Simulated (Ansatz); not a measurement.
Results of PBE0-D3(BJ) (PAW; Ansatz, an electronic-structure program) for zinc-blende HgS (metastable phase).

Numerical settings: plane-wave cutoff 460 eV, 8×8×8 k mesh, Fermi–Dirac smearing 0.01 eV, scalar-relativistic PAW data made under PBE.

Energies at three volumes about the minimum:

| V (Å³/atom) | E − E_lowest (meV/atom) |
|---|---|
| 24.289 | 4.10 |
| 24.911 | 0.00 |
| 25.489 | 2.10 |

Problem. Fit a parabola by hand: where is the minimum, what lattice constant follows, and what is the bulk modulus?

Solution. Slopes: (0.00 − 4.10)/(24.911 − 24.289) = -6.592 and (2.10 − 0.00)/(25.489 − 24.911) = 3.633 meV/Å³. Curvature E″ = 2 × (3.633 − (-6.592))/(25.489 − 24.289) = 17.042 meV/Å⁶. From the middle of the first interval, the slope vanishes at V0 = 24.6000 − (-6.592)/17.042 = 24.987 Å³/atom. B = V0 E″ = 24.987 × 17.042 meV/Å³ × 0.1602 GPa per meV/Å³ = 68.2 GPa. With 8 atoms in the cube, a = (8 × 24.987)^(1/3) = 5.847 Å. The full Birch–Murnaghan fit to all volumes gives V0 = 24.974 Å³/atom and B0 = 67.0 GPa.

Measured, for comparison: lattice constant a 5.841 Å (295 K, not corrected to a static lattice; as tabulated in Cardona et al. (2009), arXiv:0908.2634).
